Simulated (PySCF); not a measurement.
Species: C₂H₂F₂O.
SMILES with atom numbers: `[O:1]=[CH:2][CH:3]([F:4])[F:5]` (hydrogens: H6 on C2; H7 on C3)

The same species was optimised twice, with GFN2-xTB and with PBE0-D3(BJ)/def2-SVP (PySCF), and the same property calculations (PySCF, gas phase) were run on both structures.

```csv
coordinate,GFN2-xTB,PBE0-D3(BJ)/def2-SVP,change
C2–H6 (Å),1.103,1.120,+0.017
C2–C3 (Å),1.538,1.523,-0.015
O1=C2 (Å),1.190,1.196,+0.006
C3–F5 (Å),1.353,1.347,-0.006
C3–F4 (Å),1.353,1.347,-0.006
C3–H7 (Å),1.100,1.103,+0.003
C2–C3–H7 (°),113.6,111.6,-2.0
F4–C3–F5 (°),106.8,108.3,+1.5
C3–C2–H6 (°),112.4,113.6,+1.2
F5–C3–H7 (°),109.0,110.1,+1.1
F4–C3–H7 (°),109.0,110.1,+1.1
C2–C3–F4 (°),109.1,108.2,-0.9
O1–C2–C3 (°),123.6,122.9,-0.7
C2–C3–F5 (°),109.1,108.4,-0.7
O1–C2–C3–F4 (°),-122,-120,+2
```

Rotational constants: A = 9565, B = 3812, C = 2985 MHz (GFN2-xTB) against A = 9451, B = 3897, C = 3029 MHz (PBE0-D3(BJ)/def2-SVP). Atoms that the bonding makes alike are paired by their places after alignment.

On the GFN2-xTB structure: lowest singlet, TDDFT (eV) 4.07 [PBE0/def2-SVPD]; lowest triplet, Tamm–Dancoff (eV) 3.37 [PBE0/def2-SVPD]; isotropic polarisability (au) 30.3 [PBE0/def2-SVPD]; HOMO (eV) -8.50 [PBE0/def2-SVPD]; LUMO (eV) -2.03 [PBE0/def2-SVPD]; dipole (D) 0.44 [PBE0/def2-SVPD]; HOMO (eV) -8.34 [PBE0/pcSseg-1]; LUMO (eV) -1.84 [PBE0/pcSseg-1]; dipole (D) 0.42 [PBE0/pcSseg-1]; GIAO shielding of O1 (ppm) -378.2 [PBE0/pcSseg-1]; GIAO shielding of C2 (ppm) -9.1 [PBE0/pcSseg-1]; GIAO shielding of C3 (ppm) 70.4 [PBE0/pcSseg-1]; GIAO shielding of F4/F5 (mean) (ppm) 316.7 [PBE0/pcSseg-1].

Question: What do these properties become on the PBE0-D3(BJ)/def2-SVP structure?

Answer: 
```
                                    property           level  on GFN2-xTB  on PBE0-D3(BJ)/def2-SVP  change
                  lowest singlet, TDDFT (eV)  PBE0/def2-SVPD         4.07                     4.05   -0.02
           lowest triplet, Tamm–Dancoff (eV)  PBE0/def2-SVPD         3.37                     3.35   -0.02
               isotropic polarisability (au)  PBE0/def2-SVPD         30.3                     30.4    +0.1
                                   HOMO (eV)  PBE0/def2-SVPD        -8.50                    -8.47   +0.03
                                   LUMO (eV)  PBE0/def2-SVPD        -2.03                    -2.01   +0.02
                                  dipole (D)  PBE0/def2-SVPD         0.44                     0.55   +0.11
energy, GFN2-xTB geometry as zero (kcal/mol)  PBE0/def2-SVPD          0.0                     -0.3    -0.3
                                   HOMO (eV)   PBE0/pcSseg-1        -8.34                    -8.31   +0.03
                                   LUMO (eV)   PBE0/pcSseg-1        -1.84                    -1.81   +0.03
                                  dipole (D)   PBE0/pcSseg-1         0.42                     0.54   +0.12
energy, GFN2-xTB geometry as zero (kcal/mol)   PBE0/pcSseg-1          0.0                     -0.3    -0.3
                  GIAO shielding of O1 (ppm)   PBE0/pcSseg-1       -378.2                   -386.6    -8.4
                  GIAO shielding of C2 (ppm)   PBE0/pcSseg-1         -9.1                    -11.4    -2.3
                  GIAO shielding of C3 (ppm)   PBE0/pcSseg-1         70.4                     71.2    +0.8
        GIAO shielding of F4/F5 (mean) (ppm)   PBE0/pcSseg-1        316.7                    320.2    +3.5
```

The heavy atoms differ by 0.018 Å rms after alignment (one structure mirrored). Among all bonds C2–H6 changes most (+0.017 Å). Changes are differences of the printed values. Neither structure is proved a minimum here.

Conformer computed: `[O:1]=[CH:2][CH:3]([F:4])[F:5]`: O1–C2–C3–F4 -120°.
